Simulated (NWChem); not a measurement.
System: hydrazine (N₂H₄); SMILES NN

```xyz
6

N     -0.0584     0.6990     0.0738
N      0.0584    -0.6990     0.0738
H      0.8426     1.1052     0.3138
H     -0.3357     1.0835    -0.8307
H     -0.8426    -1.1052     0.3138
H      0.3357    -1.0835    -0.8307
```
Atoms are numbered in this order, from 1.

Geometry: optimised at PBE0/def2-SVP.

Symmetry labels are those of C2 in the frame above (b1 and b2, or b-type labels, depend on it). States above −ε(HOMO) = 5.7 eV lie in this functional's continuum and hang on the basis.

Task: List the 4 lowest vertical singlet excitations from PBE/def2-SVPD, TDA (NWChem).

Result: 
| state | energy (eV) | oscillator strength | symmetry | leading excitation (squared amplitude) |
|---|---|---|---|---|
| S1 | 5.87 | 0.004 | a | HOMO → LUMO (0.99) |
| S2 | 5.88 | 0.013 | b | HOMO−1 → LUMO (0.99) |
| S3 | 6.77 | 0.040 | a | HOMO−1 → LUMO+1 (0.99) |
| S4 | 6.80 | 0.039 | b | HOMO → LUMO+1 (0.99) |
